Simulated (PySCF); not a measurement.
# Dipole moment and polarisability across levels of theory

Compound: copper monofluoride, CuF (singlet state).
SMILES with atom numbers: `[F:1][Cu:2]`

PySCF, dipoles from the SCF density, polarisabilities from static response with core orbitals frozen. Isolated species at its PBE0-D3(BJ)/def2-SVP geometry, gas phase.

**Question.** How do dipole and polarisability depend on functional and basis here?

**Answer.** 

| level | μ (D) | error (%) | α (au) | anisotropy (au) |
| --- | --- | --- | --- | --- |
| LDA/def2-SVPD | 5.005 | -13.3 | 24.51 | 4.51 |
| PBE/def2-SVPD | 4.984 | -13.6 | 25.75 | 4.40 |
| B3LYP/def2-SVPD | 5.469 | -5.2 | 21.79 | 3.22 |
| PBE0/def2-SVPD | 5.621 | -2.6 | 20.59 | 2.10 |
| BHandHLYP/def2-SVPD | 6.041 | +4.7 | 16.77 | 0.93 |
| CAM-B3LYP/def2-SVPD | 5.696 | -1.3 | 20.15 | 1.46 |
| wB97X-D/def2-SVPD | 5.714 | -1.0 | 20.00 | 1.05 |
| LC-wPBE/def2-SVPD | 5.831 | +1.1 | 19.67 | 0.59 |
| HF/def2-SVPD | 6.573 | +13.9 | 12.21 | 0.31 |
| PBE0/def2-SVP | 5.168 | -10.4 | 15.72 | 4.68 |
| PBE0/def2-TZVP | 5.306 | -8.0 | 17.03 | 3.92 |
| PBE0/aug-cc-pVDZ | 5.191 | -10.0 | 21.92 | 1.86 |
| PBE0/def2-TZVPD | 5.249 | -9.0 | 21.51 | 2.02 |
| PBE0/aug-cc-pVTZ | 5.184 | -10.2 | 22.19 | 1.85 |

Reference dipole: 5.770 D (measured, gas; NIST CCCBDB Release 22 (SRD 101), experimental dipoles). Reference dipole: 5.260 D (measured, gas; Liu, Meijer, Perez-Rios, Phys. Chem. Chem. Phys. 22 (2020) 24191). Errors are taken against the first value of each kind. The anisotropy is √(½[(α1 − α2)² + (α2 − α3)² + (α3 − α1)²]). For the dipole, the smallest error is 1.0% (wB97X-D/def2-SVPD) and the largest 13.9% (HF/def2-SVPD). The dipole runs from 4.98 D (PBE/def2-SVPD) to 6.57 D (HF/def2-SVPD). No reference polarisability is at hand; against PBE0 in the largest diffuse basis at hand (aug-cc-pVTZ) the other PBE0 rows deviate by def2-SVP -29%, def2-SVPD -7%, def2-TZVP -23%, aug-cc-pVDZ -1%, def2-TZVPD -3%. In one basis (def2-SVPD) the functionals order the polarisability from HF (lowest) to PBE (highest), a spread of 111%. With PBE0 the polarisability is 16.37 au without diffuse functions (mean of def2-SVP and def2-TZVP) and 21.55 au with them (mean of def2-SVPD, aug-cc-pVDZ, def2-TZVPD and aug-cc-pVTZ). Measured values can belong to vibrating molecules; the computed ones are for one fixed geometry.
